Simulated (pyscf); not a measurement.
## Hydrogen abstraction: H₃C–SH + H• -> H₃C–S• + H₂

Gas phase, doublet surface, charge 0. Bonds broken: S2–H6. Bonds formed: H6–H7. Optimised with ωB97X-D3(BJ)/def2-SVP in PySCF.

Transition state (Å):

```xyz
7

C     -1.2412    -0.5779    -0.0754
S     -0.3189     0.7006     0.8167
H     -0.5851    -1.3924    -0.4144
H     -1.7947    -0.1609    -0.9289
H     -1.9673    -0.9926     0.6390
H      0.5062     1.0667    -0.2550
H      1.1478     1.2385    -1.3555
```

One imaginary mode, 860i cm⁻¹; descent along it reached the two sides named.

```
bond   change  reactant side (Å)  saddle  product side
-----  ------  -----------------  ------  ------------
S2–H6  breaks              1.346   1.401           2.9
H6–H7   forms                3.0   1.285         0.761
```

Electronic energies relative to the separated reactants (kJ/mol):

```tsv
level	barrier	reaction energy	reverse barrier
ωB97X-D3(BJ)/def2-TZVP	14.1	-69.4	83.5
PBE/def2-TZVP	-2.8	-66.4	63.6
r²SCAN/def2-TZVP	-9.3	-77.4	68.1
B3LYP-D3(BJ)/def2-TZVP	-4.7	-84.4	79.8
PBE0-D3(BJ)/def2-TZVP	3.1	-64.7	67.8
M06-2X/def2-TZVP	16.6	-73.7	90.3
ωB97M-D3(BJ)/def2-TZVP	13.7	-69.3	83.0
HF/def2-TZVP	40.1	-72.9	113.1
```

With ωB97M-D3(BJ)/def2-TZVP energies and thermal terms (ideal gas, 1 atm, RRHO with modes under 100 cm⁻¹ raised to 100, one conformer, R ln 2 for chiral ones without a mode under 150 cm⁻¹), in kJ/mol:

| T (K) | ΔH‡ | ΔG‡ | ΔH | ΔG |
|---|---|---|---|---|
| 298 | 7.5 | 33.3 | -69.4 | -73.3 |
| 600 | 6.1 | 60.1 | -69.6 | -77.3 |
| 900 | 5.4 | 87.3 | -71.1 | -80.9 |
| 1200 | 4.7 | 114.7 | -73.4 | -83.8 |

At PBE, r²SCAN, B3LYP-D3(BJ) this geometry lies under the reactants; that is no barrier but a single point on another level's saddle; such a level's own saddle, if it has one, lies nearer that side and is low. This is the saddle that the search found; another between the same sides may lie lower. The angle at the transferred H is 170°. The orbital near-degeneracy of the XH₃O or XH₃S radical is left out.
